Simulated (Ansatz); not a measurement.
A nudged elastic band was laid between two geometries of C2H6N2 (10 atoms, charge 0, multiplicity 1).

Method: Ansatz 0.2.0, RKS PBE0-D4/def2-SVP.

- movable images: 5
- climbing image: yes
- spring: 5.0 eV/Å²
- optimiser: lbfgs
- start path: through a guess of the saddle point
- force threshold: 0.05 eV/Å
- iteration limit: 60
- end points: relaxed
- largest step: 0.02 Å

First end point:

```xyz
10
Properties=species:S:1:pos:R:3
C -0.700 0.259 -1.009
C -0.023 -0.321 0.202
N -0.279 -1.521 0.553
N 0.804 0.563 0.861
H -1.362 -0.499 -1.441
H -1.290 1.148 -0.737
H 0.040 0.566 -1.765
H 0.250 -1.778 1.393
H 1.429 0.200 1.569
H 1.133 1.384 0.373
```

Last end point:

```xyz
10
Properties=species:S:1:pos:R:3
C -0.658 0.154 -0.882
C 0.114 -0.254 0.348
N 0.073 -1.393 0.923
N 0.882 0.751 0.884
H -1.280 -0.673 -1.247
H -1.306 1.017 -0.662
H 0.027 0.455 -1.692
H -0.588 -2.004 0.444
H 1.525 0.459 1.609
H 1.209 1.489 0.275
```

(1) What changes between the two ends?

(2) Give the energies along the band, and the barrier.

Results:

(1) No bond is made or broken. The dihedral N4–C2–N3–H8 goes from -2 to 176°.

(2) The run ended unconverged. The highest image is number 3 of 0 to 6, 1.10 eV above the first end and 1.14 eV above the last; the last end lies 0.04 eV below the first. The band didn't meet its force threshold, so its energies are provisional: the largest band force was still 0.11 eV/Å, and over the last iterations the top stayed at 1.11 eV.

| image | path coordinate (Å) | energy (eV) | dihedral N4–C2–N3–H8 (°) |
| --- | --- | --- | --- |
| 0 | 0.00 | 0.00 | -2 |
| 1 | 0.36 | 0.08 | 4 |
| 2 | 0.72 | 0.55 | 24 |
| 3 | 1.08 | 1.10 | 90 |
| 4 | 1.48 | 0.50 | 155 |
| 5 | 1.89 | 0.03 | 177 |
| 6 | 2.31 | -0.04 | 176 |

The run took 11 min on 1 thread of Arm Neoverse V2, on a shared host, peak memory 0.27 GiB.
